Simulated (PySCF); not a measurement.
Z-matrix (Å, degrees):
```
S
H 1 1.3675
```
Charge 0, spin multiplicity 2.

What total energy, highest occupied spin orbital and dipole moment does PBE-D3(BJ)/def2-TZVP // BP86-D3(BJ)/def2-SVP (PySCF 2.14.0) give?


| Item | Value |
|---|---|
| total energy | -398.5778 Ha |
| highest occupied spin orbital | -6.12 eV |
| dipole moment | 0.87 D |
